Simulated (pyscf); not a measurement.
Single points on ωB97X-D3(BJ)/def2-SVP structures (PySCF, gas phase).

Question: Estimate by transition-state theory (the high-pressure limit) the rate constant of `[NH2][SiH2][NH2]` → `[NH]=[SiH][NH2]` + `[H][H]` (singlet surface; H–N, H–Si broken, H–H formed) at 1200 K, with ωB97M-D3(BJ)/def2-TZVP energies (ideal gas, 1 atm, RRHO with modes under 100 cm⁻¹ raised to 100, one conformer, R ln 2 for chiral ones without a mode under 150 cm⁻¹; no tunnelling).

Answer: The electronic barrier is 72.5 kcal/mol and the thermal terms add -2.9, so ΔG‡ = 69.6 kcal/mol. With k_BT/h = 2.50e+13 s⁻¹ and RT = 2.385 kcal/mol, k = 5.3e+00 s⁻¹, a half-life of 1.3e-01 s through this channel alone. Wigner's tunnelling factor for 1140i cm⁻¹ would be 1.08. A shift of 1 kcal/mol in the barrier changes k by a factor 1.5. At the saddle there is also a short H–Si contact that neither side keeps. HN=SiH–NH₂ lies 20.7 kcal/mol over its isomer H₂N–Si:–NH₂ [singlet] (electronic energy, ωB97M-D3(BJ)/def2-TZVP). One saddle was located; it need not be the lowest between these sides.
